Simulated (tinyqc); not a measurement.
Orbital energy against energy difference: ionisation energy by orbital energies and by energy differences in the cc-pvdz basis, for HF, spin multiplicity 1. Computed by the program tinyqc with PySCF. 

Geometry (angstrom):
```
atom,x,y,z
F,0.0000,0.0000,0.0000
H,0.0000,0.0000,0.8470
```

CCSD(T) difference in the same basis = 15.7351 eV

IP-EOM-CCSD = 15.5037 eV

The cation is unrestricted; errors are against CCSD(T) in this basis, not against experiment.

First vertical ionisation energy (eV):
```
method,-e(HOMO),E(cation) - E,error of -e(HOMO),error of the difference
HF,17.3151,14.478357,1.5800,-1.2567
LDA,8.6213,16.487762,-7.1138,0.7527
PBE,8.4819,16.054621,-7.2532,0.3196
B3LYP,10.5328,16.112124,-5.2023,0.3771
PBE0,10.9799,15.984261,-4.7552,0.2492
CAM-B3LYP,12.4860,16.105746,-3.2490,0.3707
LC-wPBE,13.8364,16.167944,-1.8987,0.4329
```

Koopmans errs by +1.58 eV and Delta-HF by -1.26 eV: relaxation, 2.84 eV, lowers the value and the missing correlation difference works against it. The PBE level is off by -7.3 eV through the wrong tail of its potential, though its energy difference is off by +0.32 eV; exact exchange deepens the level, and among the orbital energies HF comes closest; among the differences PBE0 does.
